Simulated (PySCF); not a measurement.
**What builds the first ionisation energy along group 14**

Calculated with PySCF 2.14 from differences of total energies of unrestricted determinants, without spin-orbit coupling. Each column adds one step, in eV (sums use unrounded values): valence MP2, valence CCSD, valence triples, then the next inner shell at CCSD(T) (C 1s, Si 2s 2p, Ge 3s 3p 3d, Sn 4s 4p 4d, Pb 5s 5p 5d). References (NIST) marked * lie between the lowest fine-structure levels; the others compare directly ((s) semi-empirical, (t) theoretical).

```json
{"element": "C [He] 2s2 2p2 → [He] 2s2 2p1 (x2c-TZVPPall with one added diffuse shell each of s, p, d type, spin-free X2C)", "UHF": "10.798", "+ MP2": "0.443", "+ CCSD": "-0.094", "+ (T)": "0.026", "+ inner shell": "0.014", "sum": "11.187", "reference": "11.262"}
{"element": "Si [Ne] 3s2 3p2 → [Ne] 3s2 3p1 (x2c-TZVPPall with one added diffuse shell each of s, p, d type, spin-free X2C)", "UHF": "7.627", "+ MP2": "0.405", "+ CCSD": "0.030", "+ (T)": "0.039", "+ inner shell": "-0.012", "sum": "8.088", "reference": "8.157"}
{"element": "Ge [Ar] 3d10 4s2 4p2 → [Ar] 3d10 4s2 4p1 (x2c-TZVPPall with one added diffuse shell each of s, p, d type, spin-free X2C)", "UHF": "7.404", "+ MP2": "0.344", "+ CCSD": "0.029", "+ (T)": "0.027", "+ inner shell": "0.052", "sum": "7.856", "reference": "7.925"}
{"element": "Sn [Kr] 4d10 5s2 5p2 → [Kr] 4d10 5s2 5p1 (x2c-TZVPPall with one added diffuse shell each of s, p, d, f type, spin-free X2C)", "UHF": "6.862", "+ MP2": "0.295", "+ CCSD": "0.030", "+ (T)": "0.025", "+ inner shell": "0.052", "sum": "7.264", "reference": "7.389"}
{"element": "Pb [Xe] 4f14 5d10 6s2 6p2 → [Xe] 4f14 5d10 6s2 6p1 (x2c-TZVPPall with one added diffuse shell each of s, p, d, f type, spin-free X2C)", "UHF": "6.594", "+ MP2": "0.255", "+ CCSD": "0.036", "+ (T)": "0.018", "+ inner shell": "0.050", "sum": "6.954", "reference": "7.417 *"}
```

What remains against the references is mostly basis incompleteness and, for starred values, spin-orbit coupling.

These are valence bases, so the inner-shell step is incomplete.
